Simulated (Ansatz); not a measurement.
## Worked example: HCO⁺, singlet against HCO, doublet

Geometry (PBE0/def2-TZVP stationary point of a doublet), kept for both states (HCO, doublet: A'; HCO⁺, singlet: A'):

```xyz
3

O     0.0000    0.0746    0.5425
C     0.0000   -0.1522   -0.6041
H     0.0000    0.6297   -1.4126
```

Basis cc-pVDZ; Ansatz 0.2.0. Only valence electrons are correlated (noble-gas cores frozen). R marks a restricted (for open shells ROHF) determinant, U an unrestricted one.

Full CI isn't at hand for all of this; RCCSDTQ serves as the reference, and is uncertain by the last step of the cluster series or more. The frozen core follows each run's orbitals, which can shift R against U totals by a few meV.

Unrestricted rows (U, and Kohn–Sham where it breaks symmetry) aren't spin-pure: their determinants' ⟨S²⟩ exceeds S(S+1) by up to 0.43, so they mix in states of higher spin.

```
   level  E(HCO, doublet) (hartree)  E(HCO⁺, singlet) (hartree)
     UHF                -113.259391                 -112.922265
RCCSD(T)                -113.575452                 -113.254209
     PBE                -113.732448                 -113.393956
 wB97M-V                -113.821383                 -113.482513
 RCCSDTQ                -113.576989                 -113.256174
```

Problem. Give the vertical gap, HCO⁺ singlet less HCO doublet, at each level in eV (1 hartree = 27.2114 eV), and each error against RCCSDTQ.

Solution. RCCSDTQ: (-113.256174 − (-113.576989)) × 27.2114 = 8.730 eV (the reference)
wB97M-V: (-113.482513 − (-113.821383)) × 27.2114 = 9.221 eV, error 0.491 eV
PBE: (-113.393956 − (-113.732448)) × 27.2114 = 9.211 eV, error 0.481 eV
RCCSD(T): (-113.254209 − (-113.575452)) × 27.2114 = 8.741 eV, error 0.011 eV
UHF: (-112.922265 − (-113.259391)) × 27.2114 = 9.174 eV, error 0.444 eV

Total energies of functionals can't be set beside those of wave-function methods, since they hold the core's correlation and their own absolute errors; only the differences compare.

In so small a basis the reference is far from its limit while semilocal and hybrid functionals are nearer theirs, so the functionals' errors here hold much of the reference's basis and frozen-core error, which can add to them or hide them.

Each level lands on the state that its own search finds. T1 diagnostics of restricted CCSD: 0.027 and 0.025.
